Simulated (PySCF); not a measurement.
**Towards the basis-set limit for O₂+**

Aim: bond length, wavenumber and bond energy of O₂+ near the limit of CCSD(T), built from two basis sets and any small corrections listed.

Method: CCSD(T) on ROHF, no relativity in the base curves; scalar relativity is added as a correction; program: PySCF 2.14.0.

2 further runs of the same task are left out: 2 set aside as unsound or not needed.

## 1. Set-up

| Property | Result |
| --- | --- |
| molecule | O₂+ |
| state | doublet, unpaired electrons π ↑ |
| smaller basis | O cc-pVTZ |
| larger basis | O cc-pVQZ |
| frozen core orbitals | 2 |
| extrapolation | correlation as n⁻³ (n = 3, 4), Hartree–Fock as (n+1)·exp(−9√n) |
| corrections | core–valence correlation, scalar relativity |
| distances (Å) | 0.9713, 1.0155, 1.0596, 1.1038, 1.1479, 1.2031, 1.2583 |
| masses (u) | 15.9949, 15.9949 |
| dissociation limit | O+ + O |

Started as:

```
$ OMP_NUM_THREADS=4 python comp.py task.json out
```

## 2. The runs

**Question.** What will these runs give? Wanted: for each run, Re; ωe; ωexe; αe; De.

As calculated:

| level | Re (Å) | ωe (cm⁻¹) | ωexe (cm⁻¹) | αe (cm⁻¹) | De (eV) |
| --- | --- | --- | --- | --- | --- |
| CCSD(T)/cc-pVTZ(-PP) | 1.1207 | 1915.3 | 15.3 | 0.0185 | 6.364 |
| CCSD(T)/cc-pVQZ(-PP) | 1.1169 | 1933.4 | 15.2 | 0.0183 | 6.576 |
| HF/CBS | 1.0587 | 2506.5 | 11.4 | 0.0135 | 1.544 |
| MP2/CBS | 1.1576 | 1433.9 | 41.7 | 0.0374 | 7.700 |
| CCSD/CBS | 1.1024 | 2071.2 | 13.7 | 0.0167 | 6.218 |
| CCSD(T)/CBS | 1.1148 | 1946.0 | 15.2 | 0.0183 | 6.708 |
| CCSD(T)/CBS+CV | 1.1133 | 1952.7 | 15.2 | 0.0183 | 6.720 |
| CCSD(T)/CBS+CV+SR | 1.1134 | 1950.1 | 15.2 | 0.0183 | 6.711 |

The last step gives Re = 1.1134 Å, ωe = 1950.1 cm⁻¹ and De = 6.711 eV; the smaller basis alone is off from it by +7.2 mÅ and -0.35 eV. Near the minimum the mean field binds by 1.37 eV and correlation adds 5.33 eV of binding. T1 is 0.014. Spin–orbit coupling and excitations beyond (T) are left out.
